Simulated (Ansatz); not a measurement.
Species: CS, charge 1, doublet. CS+ (parent SMILES [C-]#[S+], doublet).
B3LYP-D3(BJ)/def2-TZVP minimum from Ansatz (a first-principles code):
```
C
S 1 1.4861
```
Charge +1, spin multiplicity 2.

Total energies in cc-pV(Q+d)Z, 9 correlated electrons, 6 frozen orbitals. Open shells are spin-unrestricted; no spin-orbit coupling. Cores are frozen in correlated methods. No relativity. The UHF reference of CS+ (parent SMILES [C-]#[S+], doublet) is spin-contaminated (<S^2> up to 0.71 over the pure value in the sets run).

| method | program | energy (Eh) | minus CCSDT(Q) (mEh) |
|---|---|---|---|
| HF | Ansatz | -434.99891 | 311.09 |
| MP2 | Ansatz | -435.23775 | 72.25 |
| CCSD | Ansatz | -435.28493 | 25.08 |
| CCSD(T) | Ansatz | -435.30440 | 5.61 |
| CCSDT(Q) | Ansatz | -435.31000 | 0.00 |

Rough core times of Ansatz's runs on a shared machine: CCSD(T) 2 min, CCSDT(Q) 30 min.
